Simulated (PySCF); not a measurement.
Molecule: `CCS(=O)(=O)Cl`, C₂H₅ClO₂S.

Geometry:
| atom | x (Å) | y (Å) | z (Å) |
| --- | --- | --- | --- |
| C1 | -1.748 | 4.911 | 1.210 |
| C2 | -0.659 | 4.466 | 2.156 |
| S3 | 0.987 | 4.639 | 1.471 |
| O4 | 1.002 | 4.148 | 0.110 |
| O5 | 1.958 | 4.207 | 2.450 |
| Cl6 | 1.111 | 6.739 | 1.368 |
| H7 | -2.729 | 4.721 | 1.669 |
| H8 | -1.690 | 4.358 | 0.263 |
| H9 | -1.668 | 5.986 | 0.996 |
| H10 | -0.696 | 3.387 | 2.382 |
| H11 | -0.629 | 5.017 | 3.107 |

Geometry PBE0-D3(BJ)/def2-SVP throughout; GIAO in PySCF 2.14, gas phase, one conformer, non-relativistic; equivalent atoms averaged; basis pcSseg-2.

For orientation, WP04 gives these shifts δ (against TMS, CS2, H2O, HCl at the same level): C2 69.2, C1 12.9, S3 395.0, O4/O5 316.2, Cl6 648.7, H10/H11 3.26, H7/H8/H9 1.59 ppm.

A run gave: C2 66.4, C1 10.8, S3 397.2, O4/O5 310.3, Cl6 616.2, H10/H11 3.11, H7/H8/H9 1.52 ppm (shifts δ (against TMS, CS2, H2O, HCl at the same level)).

Question: Which functional was used in that run?
A. wB97X-D
B. BHandHLYP
C. CAM-B3LYP
D. LC-wPBE
E. B97-2

Answer: A. Cl6 tells them apart best: wB97X-D gives 616.2, CAM-B3LYP gives 632.5, BHandHLYP gives 592.1, B97-2 gives 602.3, LC-wPBE gives 601.9 ppm.
